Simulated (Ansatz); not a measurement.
C₃H₆O₃, SMILES `COC(O)C=O`. The species carries charge 0 and has multiplicity 1.

Z-matrix (Å, degrees):
```
C
O 1 1.411
H 1 1.093 2 111.2
H 1 1.098 2 110.8 3 -121.5
H 1 1.089 2 107.0 3 119.6
C 2 1.395 1 113.2 3 62.2
C 6 1.522 2 104.0 1 172.9
O 6 1.378 2 114.4 1 -65.9
H 6 1.104 2 109.6 1 55.4
O 7 1.198 6 121.4 2 120.5
H 7 1.105 6 116.1 2 -57.4
H 8 0.969 6 106.8 2 -99.6
```

(1) Give the diagnostics of a CCSD(T)/def2-TZVPP run (frozen core, Ansatz). (Estimate.)

## Answers

(1) Ansatz gave: T1 = 0.0136, largest single amplitude 0.033, largest double 0.082, (T) share of the correlation energy 3.9 %, 9 CCSD cycles. The RHF solution is stable towards an unrestricted one. T1 lies under the customary mark of 0.02 for closed shells.
